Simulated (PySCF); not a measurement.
# PH2: structure of the doublet

Where does doublet PH2 go from a bent start, is the end point a minimum, and what are its modes, charges and moments?

Program: PySCF 2.14.0. Level of theory: PBE0, basis P def2-TZVP, H def2-TZVP, no relativity, density fitting. These are calculated values, not measurements.

## (1) The starting structure

3 atoms, charge 0, spin multiplicity 2.

Bond lengths: P1–H2 1.430 Å, P1–H3 1.430 Å. Angles: H2–P1–H3 110.0°.

Coordinates in bohr (charge 0 multiplicity 2):
```
P     0.0000    0.0000    0.0000
H     2.2136    0.0000    1.5500
H    -2.2136    0.0000    1.5500
```

## (2) The SCF at the typed geometry

One driver script runs all steps and calls PySCF; scf.py shows how it sets up the SCF of each step. The optimiser is the driver's own. After this first run the driver tries any further starts and a stability analysis.

File scf.py:

```python
from pyscf import gto, scf, dft
mol = gto.M(atom='''
P      0.000000     0.000000     0.000000
H      1.171400     0.000000     0.820200
H     -1.171400     0.000000     0.820200''',
    basis={'P': 'def2-TZVP', 'H': 'def2-TZVP'},
    charge=0, spin=1)
mf = dft.UKS(mol, xc='PBE0')
mf.grids.atom_grid = (50, 194)
aux = {'P': 'def2-universal-JKFIT', 'H': 'def2-universal-JKFIT'}
mf = mf.density_fit(auxbasis=aux)
mf.conv_tol = 1e-08
mf.diis_space = 10
mf.max_cycle = 60
mf.init_guess = 'minao'
mf.verbose = 4
mf.kernel()
```

Run with:

```
> OMP_NUM_THREADS=2 python axn.py task.json out
```

The runs that follow: Relaxing the doublet from the bent start; Vibrations and properties at this point.

Q: Predict the outcome of this session. Wanted: minimum; geometry; wavenumbers; dipole moment; highest occupied, lowest empty level; polar-tensor charge of P1; zero-point energy; atomisation energy; ⟨S²⟩.

The runs gave:

| quantity | value |
| --- | --- |
| minimum | doublet, C2v |
| geometry | P–H 1.424 Å (×2); H–P–H 91.5° |
| wavenumbers (cm⁻¹) | 1119 (a1), 2391 (a1), 2402 (b2) |
| dipole moment | 0.64 D |
| highest occupied, lowest empty level (either spin) | -7.22, -3.03 eV |
| polar-tensor charge of P1 | +0.13 e |
| zero-point energy | 35.4 kJ/mol |
| entropy at 298.15 K | 212.6 J/(mol K) |
| atomisation energy (no zero-point energy) | 639 kJ/mol |
| ⟨S²⟩ | 0.757 |

What this shows: The bent start keeps its C2v symmetry and ends in a minimum. In the infrared the band at 2402 cm⁻¹ (b2, stretch) leads. Most of the spin sits on P1 (Mulliken spin 1.06, against 1 for the whole molecule). Other starts or spin states, not run here, may lie lower.
